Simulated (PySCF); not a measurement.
Molecular orbitals of BP⁺

PBE0 at R = 1.854 Å; PySCF, no relativity, basis sets B def2-TZVP, P def2-TZVP. State: ⁴Σ⁻ (quartet), unpaired electrons σ ↑, π ↑↑. Only the outer orbitals are listed, counted within each symmetry.

```tsv
spin	orbital	occ.	ε (eV)	on B (%)	main shells (%)
α	5σ	1	-26.15	24	71 P s, 17 B s
α	6σ	1	-19.01	51	50 B s, 25 P p, 23 P s
α	2π	1	-15.66	26	72 P p, 24 B p
α	2π	1	-15.66	26	72 P p, 24 B p
α	7σ	1	-15.28	68	47 B p, 29 P p, 21 B s
α	3π	0	-9.39	69	69 B p, 26 P p
α	3π	0	-9.39	69	69 B p, 26 P p
α	8σ	0	-4.68	28	49 P p, 22 P d, 20 B p
β	5σ	1	-23.76	27	68 P s, 18 B s, 8 B p
β	6σ	1	-17.14	34	38 P p, 32 B s, 27 P s
β	2π	0	-11.40	32	67 P p, 30 B p
β	2π	0	-11.40	32	67 P p, 30 B p
β	7σ	0	-10.06	83	50 B s, 32 B p, 17 P p
```

Question: Which are the highest filled and the lowest empty level, where do they sit, and how wide is the gap?

Answer: Highest filled α 7σ at -15.28 eV (in %: 47 B p, 29 P p, 21 B s); lowest empty β 2π at -11.40 eV (in %: 67 P p, 30 B p); the gap at PBE0 is 3.88 eV.

```
bond order (Mayer)                                                                                                : 1.72
⟨S²⟩                                                                                                              : 3.754
charge on B (Mulliken, basis-dependent)                                                                           : 0.45
charge on B (Löwdin, basis-dependent)                                                                             : 0.08
dipole moment (positive dipole points towards P; it is taken about the centre of mass and depends on that origin) : -1.60 D
polarisability along the bond                                                                                     : 43.1 bohr³
polarisability across the bond                                                                                    : 22.3 bohr³
```

The state is the lowest determinant that a PBE0 search found; another state may lie lower at other levels.
